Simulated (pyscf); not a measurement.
`[H][H]` + `[CH2]=[C]=[CH2]` -> `[CH]#[C][CH3]` + `[H][H]` (concerted two-bond exchange; singlet surface; H–H, C–H broken, C–H, H–H formed). Single points on ωB97X-D3(BJ)/def2-SVP structures (PySCF, gas phase). Energies in kJ/mol from the separated reactants.

```json
[
 {"level": "PBE/def2-TZVP", "barrier": "167.5", "reaction energy": "+13.3"},
 {"level": "r²SCAN/def2-TZVP", "barrier": "176.3", "reaction energy": "+10.6"},
 {"level": "PBE0-D3(BJ)/def2-TZVP", "barrier": "…", "reaction energy": "+7.5"},
 {"level": "M06-2X/def2-TZVP", "barrier": "216.0", "reaction energy": "-2.3"},
 {"level": "ωB97M-D3(BJ)/def2-TZVP", "barrier": "208.1", "reaction energy": "+1.3"},
 {"level": "HF/def2-TZVP", "barrier": "…", "reaction energy": "…"}
]
```

### Question
Some entries are withheld; supply them.

### Answer

- PBE0-D3(BJ)/def2-TZVP, barrier: 184.6
- HF/def2-TZVP, barrier: 311.0
- HF/def2-TZVP, reaction energy: -6.8

The functionals in the table span 48.5 kJ/mol in this barrier, from PBE to M06-2X. One saddle was located; it need not be the lowest between these sides.
